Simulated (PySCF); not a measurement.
Cartesian coordinates (Å):
```xyz
3

N     -0.0015     0.4257     0.0000
H     -0.8034    -0.2158     0.0000
H      0.8049    -0.2100     0.0000
```
Charge 0, spin multiplicity 2.

Q: What dipole moment, highest occupied spin orbital and total energy does PySCF with PBE0-D4/def2-TZVP give?

A: 
```yaml
dipole_moment: 1.95 D
highest_occupied_spin_orbital: -8.67 eV
total_energy: -1519.34 eV
```
